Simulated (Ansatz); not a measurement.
```xyz
16

C    -1.107    0.819    1.298
C    -1.080   -0.413    0.431
O    -2.022   -1.166    0.386
C     0.163   -0.671   -0.404
C     0.107    0.194   -1.662
C     1.458   -0.451    0.365
H    -0.480    0.653    2.179
H    -0.701    1.690    0.779
H    -2.127    1.014    1.623
H     0.089   -1.720   -0.704
H    -0.812    0.017   -2.224
H     0.160    1.259   -1.418
H     0.953   -0.037   -2.313
H     1.586    0.597    0.648
H     2.313   -0.728   -0.256
H     1.498   -1.056    1.274
```

Total charge 0; spin multiplicity 1.

**Question.** List the PBE0/def2-TZVPP orbital energies in eV (Ansatz). (Estimate.)

**Answer.** The calculation gave: Occupied: -522.19, -280.46, -278.55, -278.22, -278.20, -278.18, -29.17, -22.88, -20.72, -19.57, -17.62, -14.81, -13.43, -13.08, -12.73, -11.99, -11.61, -11.42, -11.00, -10.45, -10.28, -9.75, -9.53, -7.02. Lowest empty: -0.28, 0.93, 1.99, 2.08, 2.60, 2.76, 2.99, 3.30.
